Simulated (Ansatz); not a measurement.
**NH⁻, doublet in 6-31++G**: errors against full CI**

Geometry: a point of a stretch scan, not a stationary point.

```xyz
2

N     0.0000    0.0000    0.0000
H     0.0000    0.0000    2.2740
```

Basis 6-31++G** (Cartesian d functions); Ansatz 0.2.0. Correlated methods freeze the noble-gas cores, which leaves 7 electrons in 24 orbitals. R marks a restricted (for open shells ROHF) determinant. Active spaces: pair = (3e, 3o) about the gap; valence = (7e, 5o) chosen from the atoms' valence shells. This anion state lies near or above the neutral species, so the extra electron is weakly bound or unbound and the energies hang on the diffuse functions.

Full CI is exact within this basis and frozen core; it isn't the basis-set limit.

```
UHF ⟨S²⟩                            : 1.743
⟨S²⟩ of the determinant under UCCSD : 1.799
T1 diagnostic (RCCSD)               : 0.1461
largest doubles amplitude (RCCSD)   : 0.133
T1 diagnostic (UCCSD)               : 0.0618
```

Task: From what is known of these methods and the diagnostics, rank them by the size of their error in total energy against full CI in 6-31++G**, smallest first (an estimate: the text doesn't fix the numbers).
A. RMP2
B. NEVPT2 (pair space)
C. NEVPT2 (valence space)
D. RCCSD
E. CASSCF (pair space)

Result: D (45.7 kJ/mol), B (62.8 kJ/mol), C (95.5 kJ/mol), A (177.1 kJ/mol), E (387.0 kJ/mol).

All errors are against full CI in 6-31++G**. With T1 at 0.146 and a doubles amplitude of 0.13 one determinant is a poor start. Within each family the higher level lies nearer, as is usual though not guaranteed.

The full-CI state has the irrep B2 of C2v, in the program's axes (one component, if the state is degenerate).

Its occupations show that no single determinant describes this state well.

Natural occupations of full CI about the gap: 1.963 1.914 1.605 0.986 0.393 0.063 0.017 0.016 0.014 0.005; effectively unpaired electrons, Σ n²(2−n)², 1.85.
